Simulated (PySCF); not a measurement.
**Worked example for ethyl methyl sulfide: ionisation energy to the radical cation**

Structure: `CCSC` (C3H8S).

Level of theory: ωB97X-D3(BJ)/ma-def2-TZVP single points in PySCF, grid level 2; every species was optimised with PBE0-D3(BJ)/def2-SVP. The prefix ma- adds one diffuse s and one diffuse p function on all atoms but H. ωB97X-D3(BJ) is ωB97X-V with D3(BJ) in place of VV10. Zero-point energies come from unscaled PBE0-D3(BJ)/def2-SVP harmonic frequencies.

```jsonl
{"state": "parent", "structure": "parent", "E / Eh": "-517.471715"}
{"state": "radical cation", "structure": "parent", "E / Eh": "-517.154319"}
{"state": "radical cation", "structure": "radical cation", "E / Eh": "-517.157321"}
{"state": "parent", "structure": "radical cation", "E / Eh": "-517.468353"}
```

Zero-point energy of the radical cation less that of the parent: -0.032 eV. 1 Eh = 27.2114 eV.

Q: Work out the vertical and adiabatic ionisation energy.

A: Vertical: (-517.154319) − (-517.471715) = 0.317396 Eh = 8.64 eV. Adiabatic: 0.314394 Eh = 8.555 eV, and 8.52 eV with zero-point energy.

Q: And the inner reorganisation energy of self-exchange?

A: The radical cation relaxes by 81.7 meV and the parent by 91.5 meV, so λ = 173 meV.
